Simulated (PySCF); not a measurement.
H₂Si, SMILES [SiH2] (connectivity only; charge and spin as stated), charge +1, multiplicity 2.

Geometry optimised at PBE-D3(BJ)/def2-TZVPD. The isomer is the one that the SMILES or the coordinates give; other isomers of the formula were not compared.

The numbers are results of PySCF with TDA-M06-2X/def2-TZVPD, not measurements.

Vertical excitations. Gas-phase values at a fixed geometry.

```tsv
state	energy (eV)	λ (nm)	f	main pairs
root 1	1.84	674	0.005	α HOMO→LUMO 99 %
root 2	4.52	274	0.009	β HOMO→LUMO 97 %
root 3	4.84	256	0.000	α HOMO−1→LUMO 47 %, β HOMO→LUMO+1 52 %
root 4	5.41	229	0.000	α HOMO−1→LUMO 52 %, β HOMO→LUMO+1 47 %
root 5	6.79	183	0.005	α HOMO→LUMO+1 96 %
root 6	7.57	164	0.096	α HOMO→LUMO+2 89 %, β HOMO→LUMO+2 7 %
root 7	8.54	145	0.000	α HOMO−2→LUMO 35 %, β HOMO−1→LUMO+1 54 %
root 8	8.78	141	0.019	α HOMO→LUMO+5 13 %, α HOMO−1→LUMO+2 12 %, β HOMO−1→LUMO 67 %
root 9	8.96	138	0.013	α HOMO−1→LUMO+1 42 %, β HOMO→LUMO+2 49 %
root 10	9.29	133	0.100	α HOMO→LUMO+3 96 %
```
Unrestricted roots are not spin-pure.
